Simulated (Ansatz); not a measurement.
# CHAl (singlet): the correlation ladder at distance Al1–H3 = 2.164 Å, 6-31G

Aim: climb from Hartree-Fock through coupled cluster and multireference methods for CHAl (singlet) at one geometry and basis, and see what each rung misses.

The runs use Ansatz 0.2.0, Gaussian basis; 6-31G, core rule «outside noble gas», up to 6 orbitals frozen.

To be run: UHF; CCSD(T) on RHF; CCSD(T) on UHF; BCCD(T) on RHF; CISD; CCSDT(Q) on RHF; CCSDT(Q) on UHF; CISDTQ; CCSDTQ on RHF; CASSCF and MRCISD+Q, 2 electrons in 2 orbitals; CASSCF and NEVPT2, 2 electrons in 2 orbitals; CASSCF and MRCISD+Q, 8 electrons in 9 orbitals; CASSCF and MRCISD+Q(relaxed), 8 electrons in 9 orbitals; CASSCF and NEVPT2, 8 electrons in 9 orbitals; Full CI.

17 further runs of the same task are left out: 2 for a mislabelled method, 11 that didn't finish, 4 set aside as unsound or not needed.

## Step 1: What is computed

The geometry derives from a PBE0/def2-TZVP stationary point (not a proven minimum). One bond is set to the value named and the two fragments are kept rigid.

3 atoms, charge 0, spin multiplicity 1.

Atoms are counted from 1 here; the program's logs count them from 0.

Bond lengths: Al1–C2 1.924 Å.

Coordinates:

```xyz
3
charge 0, multiplicity 1
Al    0.0000    0.0000   -0.0802
C     0.0000    0.0000   -2.0037
H     0.0000    0.0000    2.0838
```

## Step 2: UHF

Contents of in.yaml:

```yaml
crystal:
  periodic: [false, false, false]
  atoms:
    - {symbol: Al, position_ang: [0.000000, 0.000000, -0.080157]}
    - {symbol: C, position_ang: [0.000000, 0.000000, -2.003686]}
    - {symbol: H, position_ang: [0.000000, 0.000000, 2.083843]}
basis:
  gaussian: {orbitals: 6-31G}
magnetization: {spin_polarized: true, initial_magnetization: 0}
hamiltonian: {xc: hf}
output: {orbitals: {seedname: orbitals}}
```

Started as:

```sh
$ ansatz run in.yaml --threads 1 --pin off --events-out ev --progress --plain --max-ram 2393MiB
```

Further steps of the session: CCSD(T) on RHF; CCSD(T) on UHF; BCCD(T) on RHF; CISD; CCSDT(Q) on RHF; CCSDT(Q) on UHF; CISDTQ; CCSDTQ on RHF; CASSCF and MRCISD+Q, 2 electrons in 2 orbitals; CASSCF and NEVPT2, 2 electrons in 2 orbitals; CASSCF and MRCISD+Q, 8 electrons in 9 orbitals; CASSCF and MRCISD+Q(relaxed), 8 electrons in 9 orbitals; CASSCF and NEVPT2, 8 electrons in 9 orbitals; Full CI.

Q: Predict the results of all the runs planned. Wanted: FCI below the RHF energy; RMP2 from FCI; RCCSD from FCI; RCCSD(T) from FCI; RCCSDT(Q) from FCI; NEVPT2 valence from FCI; MRCISD+Q valence from FCI; MRCISD+Q(relaxed) valence from FCI; T1 diagnostic.

As calculated:

| quantity | value |
| --- | --- |
| FCI below the RHF energy | -4.5982 eV |
| RMP2 from FCI | +1313.2 meV |
| RCCSD from FCI | +397.6 meV |
| RCCSD(T) from FCI | +159.5 meV |
| RCCSDT(Q) from FCI | +37.7 meV |
| NEVPT2 valence from FCI | +254.9 meV |
| MRCISD+Q valence from FCI | +11.4 meV |
| MRCISD+Q(relaxed) valence from FCI | -4.3 meV |
| levels within 1 kcal/mol (43 meV) | RCCSDT(Q), RCCSDTQ, MRCISD valence, MRCISD+Q valence, MRCISD+Q(relaxed) valence |
| T1 diagnostic | 0.041 |
| effectively unpaired electrons | 2.27 |

What this shows: RCCSD(T) lands +159.5 meV from the yardstick (3.5 % of the correlation energy). MRCISD+Q(relaxed) valence falls below full CI: the +Q correction isn't variational, and the cores differ from full CI's. With 2.3 effectively unpaired electrons against 0 the state is strongly multireference. Of the multireference levels listed MRCISD+Q(relaxed) valence comes nearest in total energy (-4.3 meV), which doesn't show that its space is the better one. These misses are within one basis, not against nature.
